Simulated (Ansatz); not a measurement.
# CoF3 (CoF3): the cost of one run

Program: Ansatz 0.2.0, Gaussian basis. Level of theory: the settings change from run to run. These are calculated values, not measurements.

## Step 1: The relaxed structure

The structure was relaxed beforehand with PBE0-D4 in a triple-zeta def2 set.

4 atoms, charge 0, spin multiplicity 5.

Atoms are counted from 1 here; the program's logs count them from 0.

Bond lengths: Co1–F2 1.719 Å, Co1–F3 1.719 Å, Co1–F4 1.719 Å. Angles: F2–Co1–F3 120.0°, F2–Co1–F4 120.0°, F3–Co1–F4 120.0°.

## Step 2: BHLYP/def2-TZVPP

Options: the search for lower states set to full.

The input, in.yaml:

```yaml
crystal:
  periodic: [false, false, false]
  atoms:
    - {symbol: Co, position_ang: [0.000170, -0.000244, 0.000236]}
    - {symbol: F, position_ang: [1.718694, -0.026954, 0.012912]}
    - {symbol: F, position_ang: [-0.835422, 1.501697, -0.017193]}
    - {symbol: F, position_ang: [-0.883442, -1.474500, 0.004046]}
basis:
  gaussian: {orbitals: def2-TZVPP}
magnetization: {spin_polarized: true, initial_magnetization: 4}
hamiltonian: {xc: {name: BHLYP}}
scf: {lower_state_search: full}
output: {forces: true}
```

Launch:

```bash
$ ansatz run in.yaml --threads 2 --pin off --events-out ev --progress --plain --max-ram 4352MiB
```

What time and memory should one allow on 2 threads of Intel Xeon 6975P-C, shared host?

About 30 s, with a peak of 0.71 GiB.
